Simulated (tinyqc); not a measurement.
CCSD on RHF in the sto-6g basis, frozen core, for BH2+, spin multiplicity 1, step by step. One step of it, computed by the program tinyqc.

Problem. CCSD: starting amplitudes. t_ij^ab = <ij||ab> / (e_i + e_j - e_a - e_b), whose energy is MP2.

orbital energies (hartree): MO1 -8.031315, MO2 -0.948953, MO3 -0.817533, MO4 -0.212708, MO5 -0.162402, MO6 0.129636, MO7 0.289841

Two-electron integrals over orbitals (pq|rs), unique and non-zero (hartree); the lowest 1 orbital is frozen and left out:
```
(22|22) 0.460373    (32|32) 0.141520    (33|22) 0.454005    (33|33) 0.473602
(42|22) 0.012115    (42|33) 0.013873    (42|42) 0.073248    (43|32) 0.025436
(43|43) 0.030553    (44|22) 0.445515    (44|33) 0.424081    (44|42) -0.074071
(44|44) 0.573711    (52|52) 0.075668    (53|53) 0.018566    (54|52) -0.029251
(54|54) 0.039842    (55|22) 0.469278    (55|33) 0.432249    (55|42) -0.039122
(55|44) 0.507009    (55|55) 0.587109    (62|22) 0.048407    (62|33) 0.009473
(62|42) -0.003361   (62|44) 0.062480    (62|55) 0.101320    (62|62) 0.088358
(63|32) -0.068698   (63|43) -0.026992   (63|63) 0.079020    (64|22) 0.024923
(64|33) 0.002267    (64|42) 0.004262    (64|44) 0.037449    (64|55) 0.041218
(64|62) 0.050695    (64|64) 0.036099    (65|52) 0.051199    (65|54) -0.009984
(65|65) 0.042125    (66|22) 0.460565    (66|33) 0.458069    (66|42) 0.052758
(66|44) 0.406633    (66|55) 0.438334    (66|62) 0.030156    (66|64) 0.019668
(66|66) 0.509030    (72|32) -0.012277   (72|43) -0.029514   (72|63) 0.051415
(72|72) 0.054457    (73|22) 0.047407    (73|33) 0.026464    (73|42) -0.049162
(73|44) 0.102804    (73|55) 0.111278    (73|62) 0.074199    (73|64) 0.038387
(73|66) -0.002312   (73|73) 0.108882    (74|32) -0.065453   (74|43) 0.002846
(74|63) 0.040088    (74|72) 0.004542    (74|74) 0.050421    (75|53) 0.016692
(75|75) 0.018490    (76|32) 0.119845    (76|43) 0.038095    (76|63) -0.082870
(76|72) -0.039565   (76|74) -0.055715   (76|76) 0.129622    (77|22) 0.458693
(77|33) 0.476094    (77|42) -0.002549   (77|44) 0.456007    (77|55) 0.455011
(77|62) 0.012280    (77|64) 0.000376    (77|66) 0.470315    (77|73) 0.036947
(77|77) 0.506002
```

Give: Starting amplitudes; correlation energy.

Solution.

Starting amplitudes (spin orbitals 1a, 1b, ...; amplitudes related by a flip of all spins are not repeated):
```
from      to        t
2a 2b  4a 4b  -0.0497
3a 3b  7a 7b  -0.0492
2a 2b  5a 5b  -0.0481
3a 3b  6a 6b  -0.0417
2a 2b  6a 6b  -0.0410
2a 3b  6a 7b  -0.0339
2a 3b  4a 7b   0.0267
3a 3b  4a 4b  -0.0253
2a 3b  6b 7a   0.0235
2a 2b  7a 7b  -0.0220
3a 3b  4a 6b   0.0174
2a 3b  4b 7a  -0.0160
3a 3b  5a 5b  -0.0142
2a 3a  4a 7a   0.0107
2a 3a  6a 7a  -0.0104
2a 2b  4a 6b   0.0019
```

correlation energy = -0.034651 hartree
